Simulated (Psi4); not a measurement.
**doublet HO2 at 5 levels**

We compute a comparison of 5 runs (UHF/STO-3G, U-wB97X-V/def2-TZVPPD, UBLYP/def2-TZVPPD, USVWN5/def2-TZVPPD, UTPSSh/def2-TZVPPD) of doublet HO2. 

The results are computed with Psi4 1.11.

1 further run of the same task is left out (set aside as unsound or not needed).

**1. The system as given**

HO2 has 3 atoms, charge 0, and is taken as a doublet. As SMILES of the parent species, `[O-]O`. Geometry: relaxed at PBE0-D4/def2-TZVPD. That shape belongs to the parent species and isn't relaxed for this state.

Bond lengths: O1–O2 1.479 Å, O2–H3 0.961 Å. Angles: O1–O2–H3 100.1°.

**2. Energy and gradient at UHF/STO-3G (run 1)**

The input, ho2.py:

```python
import psi4

psi4.set_memory(2200000000)
psi4.set_num_threads(1)
psi4.core.set_output_file('psi4.out', False)

m = psi4.geometry("""
0 2
O     -0.357760     1.025590    -0.080830
O     -0.242260    -0.445880    -0.180750
H      0.600030    -0.579720     0.261570
units angstrom
symmetry c1
""")

psi4.set_options({
    'basis': 'STO-3G',
    'reference': 'uhf',
    'puream': True,
    'e_convergence': 1e-09,
    'd_convergence': 1e-08,
    'scf_type': 'pk',
    'maxiter': 100,
})

result, w = psi4.gradient('scf', return_wfn=True)
psi4.oeprop(w, 'LOWDIN_CHARGES', 'MULLIKEN_CHARGES', 'MAYER_INDICES', title='SCF')
print('gradient / Eh bohr^-1')
print(result.np.round(6))
print(f'energy = {w.energy():.10f} Eh')
```

Launch:

```bash
python ho2.py
```

psi4.out:

```text
[...]
  Running in c1 symmetry.
[...]
  Nuclear repulsion =   29.527067200135445
[...]
  Multiplicity = 2
[...]
  Nalpha       = 9
  Nbeta        = 8
[...]
    Number of basis functions: 11
[...]
   @UHF iter   1:  -148.06786264235510   -1.46586e+00   2.49677e-02 DIIS/ADIIS
[...]
   @UHF iter  19:  -148.18239975923137   -2.07478e-12   6.57619e-09 DIIS
[...]
   @S^2 Observed:                8.585104077E-01
[...]
    Orbital Energies [Eh]
    ---------------------
    Alpha Occupied:
       1A    -20.353330     2A    -20.324659     3A     -1.399838
       4A     -1.133814     5A     -0.611615     6A     -0.593677
       7A     -0.494300     8A     -0.415724     9A     -0.401455
    Alpha Virtual:
      10A      0.420058    11A      0.631536
    Beta Occupied:
       1A    -20.332419     2A    -20.319308     3A     -1.355908
       4A     -1.013275     5A     -0.595788     6A     -0.476064
[...]
  @UHF Final Energy:  -148.18239975923137
   => Energetics <=
    Nuclear Repulsion Energy =             29.5270672001354448
    One-Electron Energy =                -264.7755095043584674
    Two-Electron Energy =                  87.0660425449916460
    Total Energy =                       -148.1823997592313731
  UHF NO Occupations:
  HONO-2 :    7  A 1.9998884
  HONO-1 :    8  A 1.9443054
[...]
 Multipole Moments:
 ------------------------------------------------------------------------------------
     Multipole            Electronic (a.u.)      Nuclear  (a.u.)        Total (a.u.)
 ------------------------------------------------------------------------------------
 L = 1.  Multiply by 2.5417464519 to convert [e a0] to [Debye]
 Dipole X            :         -0.3263873            0.8887421            0.5623548
 Dipole Y            :          0.7086811           -0.7937641           -0.0850830
 Dipole Z            :          0.0000000            0.0000000            0.0000000
 Magnitude           :                                                    0.5687548
[...]
  -Total Gradient:
     Atom            X                  Y                   Z
    ------   -----------------  -----------------  -----------------
       1       -0.001418860781     0.076215595400    -0.000000000000
       2        0.058486155888    -0.086392117717     0.000000000000
       3       -0.057067295107     0.010176522316    -0.000000000000
[...]
  Mulliken Charges: (a.u.)
   Center  Symbol    Alpha    Beta     Spin     Total
       1     O     4.65310  3.35319  1.29991 -0.00629
       2     O     3.94146  4.25704 -0.31558 -0.19850
       3     H     0.40544  0.38977  0.01567  0.20479
   Total alpha =  9.00000, Total beta =  8.00000, Total charge =  0.00000
  Lowdin Charges: (a.u.)
   Center  Symbol    Alpha    Beta     Spin     Total
       1     O     4.64386  3.36488  1.27898 -0.00874
       2     O     3.92020  4.21139 -0.29120 -0.13159
       3     H     0.43594  0.42372  0.01222  0.14033
[...]
```

On the terminal:

```text
gradient / Eh bohr^-1
[[-0.001419  0.076216 -0.      ]
 [ 0.058486 -0.086392  0.      ]
 [-0.057067  0.010177 -0.      ]]
energy = -148.1823997592 Eh
```

Run time: 4.5 s. Hardware: 1 thread of Intel Xeon at 2.50GHz (Skylake/Cascade Lake), shared host; peak memory 0.18 GiB.

**3. The energy at U-wB97X-V/def2-TZVPPD (run 2)**

The input, input.dat:

```
memory 2.2 GB

molecule system {
  0 2
  O
  O 1 1.479374
  H 2 0.960735 1 100.13206
  symmetry c1
}

set reference uks
set puream true
set e_convergence 1e-09
set d_convergence 1e-08
set scf_type pk
set dft_radial_points 99
set dft_spherical_points 590
set maxiter 100

e_tot, wfn = energy("wb97x-v/def2-TZVPPD", return_wfn=True)
```

Launch:

```bash
psi4 input.dat output.dat -n 1
```

output.dat:

```text
[...]
  Running in c1 symmetry.
[...]
  Nuclear repulsion =   29.527073894341395
[...]
  Multiplicity = 2
[...]
  Nalpha       = 9
  Nbeta        = 8
[...]
    Number of basis functions: 97
[...]
   @UKS iter   1:  -150.86478237204864   -7.83250e-01   3.11745e-03 DIIS/ADIIS
[...]
   @UKS iter  16:  -150.90734223246022   -7.56017e-12   6.20270e-09 DIIS
[...]
   @S^2 Observed:                7.550778719E-01
[...]
    Orbital Energies [Eh]
    ---------------------
    Alpha Occupied:
       1A    -19.335581     2A    -19.334294     3A     -1.269027
       4A     -1.035493     5A     -0.661359     6A     -0.588078
       7A     -0.578848     8A     -0.450520     9A     -0.446034
    Alpha Virtual:
      10A      0.044054    11A      0.071759    12A      0.114951
      13A      0.124142    14A      0.125275    15A      0.157459
      16A      0.165220    17A      0.165889    18A      0.234450
      19A      0.256303    20A      0.305297    21A      0.317527
      22A      0.328741    23A      0.458048    24A      0.480946
      25A      0.481262    26A      0.523332    27A      0.529758
[...]
  @UKS Final Energy:  -150.90734223246022
   => Energetics <=
    Nuclear Repulsion Energy =             29.5270738943413953
    One-Electron Energy =                -265.8607458727773292
    Two-Electron Energy =                  97.6971654138619670
    DFT Exchange-Correlation Energy =     -12.3424011480356608
    Empirical Dispersion Energy =           0.0000000000000000
    VV10 Nonlocal Energy =                  0.0715654801494058
    Total Energy =                       -150.9073422324602234
[...]
 Multipole Moments:
 ------------------------------------------------------------------------------------
     Multipole            Electronic (a.u.)      Nuclear  (a.u.)        Total (a.u.)
 ------------------------------------------------------------------------------------
 L = 1.  Multiply by 2.5417464519 to convert [e a0] to [Debye]
 Dipole X            :         -0.2046548            0.8592570            0.6546022
 Dipole Y            :          0.4174186           -0.8255909           -0.4081723
 Dipole Z            :         -0.0000000            0.0000000           -0.0000000
 Magnitude           :                                                    0.7714329
[...]
```

Wall time 94 s (1 thread of Intel Xeon at 2.50GHz (Skylake/Cascade Lake), shared host); peak memory 0.92 GiB.

Run 3 isn't shown in full; the table further down has it.

**4. Energy and forces at USVWN5/def2-TZVPPD (run 4)**

The input, calc.py:

```python
import psi4

psi4.set_memory('2200 MB')
psi4.set_num_threads(1)
psi4.set_output_file('output.dat', False)

geom = psi4.geometry("""
0 2
O     -0.357760     1.025590    -0.080830
O     -0.242260    -0.445880    -0.180750
H      0.600030    -0.579720     0.261570
symmetry c1
no_reorient
no_com
""")

options = {'basis': 'def2-TZVPPD', 'reference': 'uks', 'puream': True, 'e_convergence': 1e-09, 'd_convergence': 1e-08, 'scf_type': 'pk', 'dft_radial_points': 99, 'dft_spherical_points': 590, 'maxiter': 100}
psi4.set_options(options)

E, wfn = psi4.gradient('scf', dft_functional={"name": "SVWN5", "x_functionals": {"LDA_X": {}}, "c_functionals": {"LDA_C_VWN": {}}}, return_wfn=True)
psi4.oeprop(wfn, 'WIBERG_LOWDIN_INDICES', 'DIPOLE', 'MAYER_INDICES', title='SCF')
print('gradient / Eh bohr^-1')
print(E.np.round(6))
print(f'energy = {wfn.energy():.10f} Eh')
```

Launch:

```bash
python calc.py
```

output.dat:

```text
[...]
  Running in c1 symmetry.
[...]
  Nuclear repulsion =   29.527067200135448
[...]
  Multiplicity = 2
[...]
  Nalpha       = 9
  Nbeta        = 8
[...]
    Number of basis functions: 97
[...]
   @UKS iter   1:  -149.82364327304452   -4.09385e-01   4.47058e-03 DIIS/ADIIS
[...]
   @UKS iter  12:  -149.88998257781353   -9.94760e-13   1.52675e-09 DIIS
[...]
   @S^2 Observed:                7.523153317E-01
[...]
    Orbital Energies [Eh]
    ---------------------
    Alpha Occupied:
       1A    -18.742049     2A    -18.716042     3A     -1.048613
       4A     -0.816205     5A     -0.506958     6A     -0.435016
       7A     -0.413801     8A     -0.282992     9A     -0.273385
    Alpha Virtual:
      10A     -0.099844    11A     -0.021339    12A      0.054526
      13A      0.066003    14A      0.066050    15A      0.102032
      16A      0.114255    17A      0.119543    18A      0.147964
      19A      0.177365    20A      0.220521    21A      0.239113
      22A      0.253528    23A      0.355352    24A      0.372938
      25A      0.376874    26A      0.409233    27A      0.423409
[...]
  @UKS Final Energy:  -149.88998257781353
   => Energetics <=
    Nuclear Repulsion Energy =             29.5270672001354484
    One-Electron Energy =                -265.7637590598066026
    Two-Electron Energy =                 102.5561753924344544
    DFT Exchange-Correlation Energy =     -16.2094661105768019
    Empirical Dispersion Energy =           0.0000000000000000
    VV10 Nonlocal Energy =                  0.0000000000000000
    Total Energy =                       -149.8899825778135266
[...]
  -Total Gradient:
     Atom            X                  Y                   Z
    ------   -----------------  -----------------  -----------------
       1       -0.007862816451     0.085814372325     0.005215596570
       2        0.027978211072    -0.087041768076     0.005565371632
       3       -0.020115151459     0.001227167103    -0.010780861504
[...]
 Multipole Moments:
 ------------------------------------------------------------------------------------
     Multipole            Electronic (a.u.)      Nuclear  (a.u.)        Total (a.u.)
 ------------------------------------------------------------------------------------
 L = 1.  Multiply by 2.5417464519 to convert [e a0] to [Debye]
 Dipole X            :          8.5577638           -7.9370954            0.6206684
 Dipole Y            :         -8.1819455            7.6684330           -0.5135125
 Dipole Z            :          3.7403121           -3.4602208            0.2800913
 Magnitude           :                                                    0.8528631
[...]
```

Standard output:

```text
gradient / Eh bohr^-1
[[-0.007863  0.085814  0.005216]
 [ 0.027978 -0.087042  0.005565]
 [-0.020115  0.001227 -0.010781]]
energy = -149.8899825778 Eh
```

Wall time 31 s (1 thread of Intel Xeon at 2.50GHz (Skylake/Cascade Lake), shared host); peak memory 0.49 GiB.

**5. Energy and forces at UTPSSh/def2-TZVPPD (run 5)**

The input, job.py:

```python
import psi4

psi4.set_memory(2200000000)
psi4.set_num_threads(1)
psi4.core.set_output_file('psi4.out', False)

mol = psi4.geometry("""
0 2
O     -0.357760     1.025590    -0.080830
O     -0.242260    -0.445880    -0.180750
H      0.600030    -0.579720     0.261570
units angstrom
symmetry c1
no_reorient
no_com
""")

psi4.set_options({
    'reference': 'uks',
    'puream': True,
    'e_convergence': 1e-09,
    'd_convergence': 1e-08,
    'scf_type': 'pk',
    'dft_radial_points': 99,
    'dft_spherical_points': 590,
    'maxiter': 100,
})

e, wfn = psi4.gradient('tpssh/def2-TZVPPD', return_wfn=True)
psi4.oeprop(wfn, 'WIBERG_LOWDIN_INDICES', 'QUADRUPOLE', 'MULLIKEN_CHARGES')
print('gradient / Eh bohr^-1')
print(e.np.round(6))
print(f'energy = {wfn.energy():.10f} Eh')
```

Launch:

```bash
python job.py
```

psi4.out, cut to the lines that bear on the results:

```text
[...]
  Running in c1 symmetry.
[...]
  Nuclear repulsion =   29.527067200135448
[...]
  Multiplicity = 2
[...]
  Nalpha       = 9
  Nbeta        = 8
[...]
    Number of basis functions: 97
[...]
   @UKS iter   1:  -150.91406757554637   -5.29217e-01   3.92161e-03 DIIS/ADIIS
[...]
   @UKS iter  13:  -150.96580466429677   -5.94014e-12   8.57187e-09 DIIS
[...]
   @S^2 Observed:                7.548261921E-01
[...]
  @UKS Final Energy:  -150.96580466429677
   => Energetics <=
    Nuclear Repulsion Energy =             29.5270672001354484
    One-Electron Energy =                -265.9806631461462985
    Two-Electron Energy =                 101.1949921933270673
    DFT Exchange-Correlation Energy =     -15.7072009116129596
    Empirical Dispersion Energy =           0.0000000000000000
    VV10 Nonlocal Energy =                  0.0000000000000000
    Total Energy =                       -150.9658046642967690
[...]
  -Total Gradient:
     Atom            X                  Y                   Z
    ------   -----------------  -----------------  -----------------
       1       -0.006185290021     0.072823332087     0.004690440399
       2        0.017296464892    -0.073769523975     0.001235023077
       3       -0.011110770043     0.000946020815    -0.005925262680
[...]
 Multipole Moments:
 ------------------------------------------------------------------------------------
     Multipole            Electronic (a.u.)      Nuclear  (a.u.)        Total (a.u.)
 ------------------------------------------------------------------------------------
 L = 1.  Multiply by 2.5417464519 to convert [e a0] to [Debye]
 Dipole X            :          8.5367633           -7.9370954            0.5996679
 Dipole Y            :         -8.0762327            7.6684330           -0.4077997
 Dipole Z            :          3.7405968           -3.4602208            0.2803760
 Magnitude           :                                                    0.7775043
 L = 2.  Multiply by 1.3450342976 to convert [e a0^2] to [Debye ang]
 Quadrupole XX       :        -14.7213448            6.6189437           -8.1024011
 Quadrupole XY       :          8.0276563           -8.6384733           -0.6108171
[...]
  Mulliken Charges: (a.u.)
   Center  Symbol    Alpha    Beta     Spin     Total
[...]
```

Standard output:

```text
gradient / Eh bohr^-1
[[-0.006185  0.072823  0.00469 ]
 [ 0.017296 -0.07377   0.001235]
 [-0.011111  0.000946 -0.005925]]
energy = -150.9658046643 Eh
```

Wall time 98 s (1 thread of Intel Xeon at 2.50GHz (Skylake/Cascade Lake), shared host); peak memory 0.95 GiB.

**6. Overview of the runs**

```csv
run,level,task,integration grid,energy (Eh),dipole moment (D),HOMO energy (eV),LUMO energy (eV),wall time
1,UHF/STO-3G,gradient,–,-148.182400,1.45,-10.18,9.23,4.5 s
2,U-wB97X-V/def2-TZVPPD,energy,99 radial × 590 angular,-150.907342,1.96,-11.52,-1.56,94 s
3,UBLYP/def2-TZVPPD,energy,99 radial × 590 angular,-150.962276,2.07,-6.80,-5.54,29 s
4,USVWN5/def2-TZVPPD,gradient,99 radial × 590 angular,-149.889983,2.17,-6.83,-6.03,31 s
5,UTPSSh/def2-TZVPPD,gradient,99 radial × 590 angular,-150.965805,1.98,-7.90,-4.61,98 s
```

**7. What came out**

| quantity | value |
| --- | --- |
| run 5: total energy | -150.96580 Eh |
| run 5: dipole moment | 1.98 D |
| run 5: HOMO energy (highest over α and β) | -7.90 eV |
| run 5: LUMO energy (lowest over α and β) | -4.61 eV |
| run 5: ⟨S²⟩ | 0.755 |
| run 5: largest force on an atom | 3.897 eV/Å |

**Reading.** The dipole moment (its size) runs from 1.45 D (UHF/STO-3G) to 2.17 D (USVWN5/def2-TZVPPD). The two ends differ in method and basis. Totals of different functionals can't be ranked against each other. In run 1 the basis is minimal, so the values are rough. Spin contamination of the reference: run 1 ⟨S²⟩ = 0.86. All runs together took 4.3 min, the longest 98 s.
